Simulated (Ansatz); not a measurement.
One stationary structure of InAs. Space group F-43m (No. 216), zinc blende type. Method: r2SCAN (plane waves to 500 eV, PAW, scalar-relativistic; Ansatz, a first-principles code).

```cif
data_As4In4
_chemical_formula_sum 'As4 In4'
_space_group_name_H-M_alt 'F-43m'
_space_group_IT_number 216
_space_group_name_Hall 'F -4 2 3'
_cell_length_a 6.11010
_cell_length_b 6.11010
_cell_length_c 6.11010
_cell_angle_alpha 90.000
_cell_angle_beta 90.000
_cell_angle_gamma 90.000
loop_
_atom_site_label
_atom_site_type_symbol
_atom_site_symmetry_multiplicity
_atom_site_Wyckoff_symbol
_atom_site_fract_x
_atom_site_fract_y
_atom_site_fract_z
_atom_site_occupancy
As1 As 4 c 0.25000 0.25000 0.25000 1
In1 In 4 a 0.00000 0.00000 0.00000 1
```
(The calculation used a cell of 2 atoms; values per cell refer to that cell.)

Problem. What band gap does r2SCAN give?

Solution. 0.08 eV, direct at Γ (no spin-orbit coupling).

No spin polarisation in the result.

Measured for InAs: a 6.047 Å (static lattice; corrected from measurement; as listed in Daniel Mejia-Rodriguez, S. B. Trickey, Phys. Rev. B (2018)); gap 0.417 eV (0 K or low temperature; as listed in I. Vurgaftman, J. R. Meyer, L. R. Ram-Mohan, Journal of Applied Physics (2001)). Computed minus measured — a: r2SCAN +1.0 %; gap: r2SCAN -0.34 eV. The computed values are for a static lattice, and a measured gap can be an optical one, lowered by exciton binding.

The run could not lose the symmetry of its start.

All atoms sit on sites fixed by symmetry, so only the cell could relax.
